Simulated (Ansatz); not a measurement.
BF₂, SMILES F[B]F, a relaxed scan of one distance

Computed with the Python package of Ansatz (0.2.0).

`bf2.xyz`
```text
3

F     0.58620   -1.18880    0.18330
B     0.31230    0.28000    0.20420
F    -0.90940    0.84390   -0.40080
```

The cells in order, each with its output:

In [1]:
```python
import ansatz as az
import numpy as np
```

In [2]:
```python
BASIS_SET = 'def2-SVP'
XC = 'PBE'
```

In [3]:
```python
molecule = az.Crystal.molecule_from_extxyz('bf2.xyz')
```

In [4]:
```python
base = molecule.calculation()
base = base.basis(gaussian=BASIS_SET)
base = base.functional(XC).spin('collinear', total=1)
symbols = [site.symbol for site in molecule.cartesian_sites]
pairs = [(0, 1), (1, 2)]
print('held (A)   E (eV)        ', '  '.join(f'{symbols[i]}{i}-{symbols[j]}{j}' for i, j in pairs))
for length in [1.36, 1.48, 1.59, 1.77, 1.99]:
    report = base.relax(constraints=[az.DistanceConstraint((1, 2), at=length)], force_tolerance=0.02, max_steps=60).run(threads=1).report
    xyz = np.array(report['positions_ang'])
    print(f'{length:6.2f} {report["free_energy_ev"]:14.5f}  ', '  '.join(f'{np.linalg.norm(xyz[i] - xyz[j]):.3f}' for i, j in pairs))
```
```text
held (A)   E (eV)         F0-B1  B1-F2
DeckWarning: relax.constraints: the input's atoms, or those drawn, lie off the distances that are held; a relaxation that starts there is brought onto them ahead of its first SCF, by positions alone, an atom by 5.77e-2 Å at the most. With the symmetry detection on, the symmetry is detected on the input's atoms as so [...]
  1.36    -6099.87782   1.314  1.360
  1.48    -6099.51528   1.304  1.480
  1.59    -6098.99863   1.296  1.590
  1.77    -6098.05292   1.286  1.770
  1.99    -6096.98509   1.276  1.990
```

Notes:
- The settings weren't tested for convergence.
- Warnings are shown shortened and without file and line.
- The energies are electronic: no zero-point or thermal terms, and the basis set is short of its limit.
- The species is open-shell (spin multiplicity 2).
- Finished in 27 s on 1 thread of Arm Neoverse V1, with other jobs on the host, peak memory 0.16 GiB.
